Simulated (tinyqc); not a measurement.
Inside a calculation. Method: Hueckel theory of the pi electrons, for the molecule C=C([CH2+])N (SMILES; centres numbered as the heavy atoms are written). One step of it, computed by the program tinyqc.

Task: Orbitals. Diagonalise; E = alpha + x beta with beta < 0, so the largest x are filled first; degenerate levels share their electrons. P = sum n_i c_ri c_si; each orbital has its largest coefficient positive (the first on a tie).

Hueckel matrix in units of beta (H = alpha + beta A), order 1C, 2C, 3C, 4N:
```
[[0.000000, 1.000000, 0.000000, 0.000000],
 [1.000000, 0.000000, 1.000000, 0.800000],
 [0.000000, 1.000000, 0.000000, 0.000000],
 [0.000000, 0.800000, 0.000000, 1.500000]]
```

pi electrons, sum of z_r less the charge = 4

Give: x values; occupations; coefficients; charge and bond-order matrix P.

Result:

x values: [2.0756, 0.9484, 0.0000, -1.5240]

occupations: [2.0000, 2.0000, 0.0000, 0.0000]

coefficients, order 1C, 2C, 3C, 4N:
```
[[0.2614, -0.4568, 0.7071, -0.4722],
 [0.5426, -0.4333, 0.0000, 0.7196],
 [0.2614, -0.4568, -0.7071, -0.4722],
 [0.7542, 0.6284, 0.0000, -0.1904]]
```

charge and bond-order matrix P, order 1C, 2C, 3C, 4N:
```
[[0.5541, 0.6796, 0.5541, -0.1798],
 [0.6796, 0.9643, 0.6796, 0.2740],
 [0.5541, 0.6796, 0.5541, -0.1798],
 [-0.1798, 0.2740, -0.1798, 1.9275]]
```
